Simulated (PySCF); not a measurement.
ethylamine (C₂H₇N), SMILES CCN. Atoms are numbered in the order given.

```xyz
10

C      1.1819     0.4546     0.0168
C      0.0501    -0.5541    -0.1032
N     -1.2471     0.1186    -0.0016
H      2.1528    -0.0324    -0.0916
H      1.0887     1.2263    -0.7486
H      1.1641     0.9454     0.9938
H      0.1911    -1.3471     0.6466
H      0.0954    -1.0374    -1.0826
H     -2.0074    -0.5444    -0.0960
H     -1.3471     0.5561     0.9080
```

The structure is a stationary point at B3LYP-D3(BJ)/def2-TZVP. The values are those of a single conformer.

Method: TDA-PBE0/def2-SVPD run with PySCF.

Vertical excitations. The molecule is in vacuum.

```
state  energy (eV)  λ (nm)      f                                          main pairs
-----  -----------  ------  -----  --------------------------------------------------
S1            6.28     197  0.012                                      HOMO→LUMO 94 %
S2            7.27     171  0.007                                    HOMO→LUMO+1 90 %
S3            7.44     167  0.030                                    HOMO→LUMO+2 95 %
S4            8.13     153  0.078                                    HOMO→LUMO+3 95 %
S5            8.60     144  0.037                                    HOMO→LUMO+4 94 %
S6            9.06     137  0.004                                    HOMO→LUMO+5 88 %
S7            9.24     134  0.002                                    HOMO−1→LUMO 96 %
S8            9.36     132  0.001                                    HOMO→LUMO+6 89 %
S9            9.60     129  0.019                                    HOMO→LUMO+7 90 %
S10           9.79     127  0.006                                    HOMO−2→LUMO 90 %
T1            5.98     207      0                                      HOMO→LUMO 87 %
T2            7.07     175      0  HOMO→LUMO+1 68 %, HOMO→LUMO+2 13 %, HOMO→LUMO 11 %
T3            7.22     172      0                  HOMO→LUMO+2 78 %, HOMO→LUMO+1 13 %
T4            7.82     159      0                                    HOMO→LUMO+3 88 %
```
Triplets are in the Tamm–Dancoff approximation.
